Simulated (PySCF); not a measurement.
Geometry:
```tsv
atom	x (Å)	y (Å)	z (Å)
C1	-0.756	0.199	-0.128
Si2	0.645	-0.548	0.272
H3	-1.829	0.273	-0.192
H4	1.978	0.050	0.015
```

Single conformer, relativity neglected, no solvent model. Geometry: PBE0-D3(BJ)/def2-TZVP; shieldings: GIAO B97-2/pcSseg-2; PySCF.

δ = σ(ref) − σ, references computed at the same level: TMS for 13C (σref 185.38), 1H (σref 31.64), 29Si (σref 348.46).

```csv
atoms,nucleus,count,δ (ppm)
C1,13C,1,?
H4,1H,1,?
Si2,29Si,1,-160.2
H3,1H,1,8.10
```

Q: Fill in the missing shifts.

A: 
- C1: 262.8 ppm, carbon bonded to Si, H
- H4: 3.85 ppm, hydrogen on a silicon bonded to C

Shifts are as computed. Against solution values, carbons near 30 ppm lie about +3 ppm off and those near 130 ppm about +7 ppm. Of 1211 compounds with measured shifts, 218 miss one by over three times the rms of a fit or turn the order of signals round; such compounds aren't used in these exercises.
